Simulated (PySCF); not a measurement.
Molecule: SMILES C1(OC)=CC1=C, C5H6O.

Numbering as in the mapped SMILES `[CH2:1]=[C:2]1[CH:3]=[C:4]1[O:5][CH3:6]`. Each H is labelled by its parent atom. Ha(C1) is cis to C3; Hb(C1) is trans to C3.

Spin–spin couplings on one PBE0-D3(BJ)/def2-SVP geometry, PySCF 2.14, gas phase, non-relativistic, equivalent pairs averaged (without the spin–dipole term); isotopes 13C, 1H, 17O; basis pcJ-1.

Q: How do the couplings (Hz) change with the functional? Times are CPU seconds on 1 thread of an Arm Neoverse V1, shared host; the GGAs took longer than the global hybrids here, which isn't the general rule, and the cause wasn't traced.

A: 
```tsv
functional	functions	1J(C3,H(C3))	1J(C1,Ha(C1))	1J(C1,Hb(C1))	1J(C6,H(C6))	1J(C1,C2)	1J(C4,O5)	1J(C3,C4)	core-s
LDA	222	189.7	137.0	135.9	115.1	84.5	41.9	37.2	18
PBE	222	217.6	161.3	159.9	138.8	97.0	42.9	48.3	23
KT2	222	235.4	174.6	173.4	147.0	82.6	50.2	33.9	24
PBE0	222	225.5	166.6	164.6	143.8	102.5	35.3	55.6	22
B97-2	222	216.6	160.2	158.4	138.0	101.3	34.9	52.4	23
BHandHLYP	222	254.6	189.2	186.4	164.0	117.5	26.4	69.8	22
CAM-B3LYP	222	236.2	173.4	171.0	149.6	104.9	32.0	56.9	29
``` Left out for a near triplet instability: HF/pcJ-1.
